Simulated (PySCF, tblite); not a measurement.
Isomers of C4H4FN. All values are computed: GFN2-xTB (tblite) harmonic vibrations without scaling, gas phase. Errors from tens to a few hundred cm⁻¹ against measured bands are possible. One conformer each.

Electronic energies: PBE0-D3(BJ)/def2-SVP at its own geometries (PySCF, gas phase).

| SMILES | electronic energy, lowest = 0 (kJ/mol) |
| --- | --- |
| C/C=C(\F)C#N | 29.5 |
| C/C(F)=C/C#N | 0.0 |
| N#CC/C=C\F | 36.4 |

How do GFN2-xTB zero-point energies change the relative energies?

| SMILES | ZPE (kJ/mol) | of it from modes above 1550 cm⁻¹ | electronic (kJ/mol) | with ZPE, lowest = 0 (kJ/mol) | lowest mode (cm⁻¹) | rings |
| --- | --- | --- | --- | --- | --- | --- |
| C/C(F)=C/C#N | 182.0 | 97.2 | 0.0 | 0.0 | 118 | 0 |
| C/C=C(\F)C#N | 182.2 | 97.0 | 29.5 | 29.7 | 129 | 0 |
| N#CC/C=C\F | 182.8 | 97.3 | 36.4 | 37.2 | 40 | 0 |

The zero-point energies span 0.8 kJ/mol, from `C/C(F)=C/C#N` to `N#CC/C=C\F`. The order is unchanged.

And how do the electronic energies of GFN2-xTB itself compare?

`C/C(F)=C/C#N` 0.0; `C/C=C(\F)C#N` 20.7; `N#CC/C=C\F` 21.7 kJ/mol, lowest = 0. Against the energies above, taken from the same isomer `C/C(F)=C/C#N`, the largest difference is 14.7 kJ/mol. The two levels were optimised apart and needn't hold the same conformer.

What do entropy and thermal enthalpy add at 298.15 K and 1 bar (rigid rotor, harmonic oscillator, one conformer each)?

```tsv
SMILES	point group	symmetry number	S (J/(mol K))	H − H(0) (kJ/mol)	ZPE + H − H(0) − TS (kJ/mol)
C/C(F)=C/C#N	Cs	1	331.7	19.44	102.5
C/C=C(\F)C#N	Cs	1	332.0	19.52	102.7
N#CC/C=C\F	C1	1	333.3	18.74	102.2
```
